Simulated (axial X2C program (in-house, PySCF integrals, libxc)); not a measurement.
Correcting the dissociation energy of MgCl⁺ for spin–orbit coupling

A spin-free CCSD(T) curve (one-electron X2C) was computed with an in-house relativistic program for diatomic molecules, basis Cl dyall-av3z [9s8p3d2f], Mg dyall-cv3z [9s8p6d3f] (cores contracted in-house), for the state M_S = 0, Λ = 0 (closed shell). It gives D0 = 3.149 eV to Cl + Mg+, which in a spin-free picture are the weighted means of the ground terms.

Correlated methods: 8 electrons correlated (number of frozen shells: Cl 2 s, 1 p; Mg 2 s, 1 p), 242 virtual spin orbitals or spinors in MP2, 90 natural virtuals in coupled cluster.

Measured levels of the ground terms (NIST Handbook of Basic Atomic Spectroscopic Data), in cm⁻¹: Cl 2P: J = 3/2 at 0, J = 1/2 at 882.4; Mg+ 2S: J = 1/2 at 0.

The molecular state has Λ = 0, so it has no first-order lowering.

Q: How far does each ground level lie under the (2J+1)-weighted mean of its term?

A: Cl: (4 × 0 + 2 × 882.4)/6 = 294 cm⁻¹; Mg+: a single level, 0.

Q: Correct D0.

A: D0 = 3.149 + (0 − 294)/8065.5 = 3.113 eV at CCSD(T) with these spin–orbit terms. The direct two-component run gives 3.114 eV; the difference holds second-order terms in the molecule, scalar two-electron terms, the gap between measured and computed atomic splittings (a 2c atom can miss part of its lowering) and, in coupled cluster, the truncation of each run.

Second-order spin–orbit effects in the molecule, which grow quickly with Z, are left out. The state is one determinant whose occupation by symmetry is held fixed; it was picked as the lowest of a PBE0 search that is not exhaustive. Dissociation energies refer to the lowest single-determinant-based atoms at the same level and basis. CCSD and (T) use frozen natural virtuals with an MP2 correction for the truncation; (T) itself is uncorrected, so its De runs slightly low.
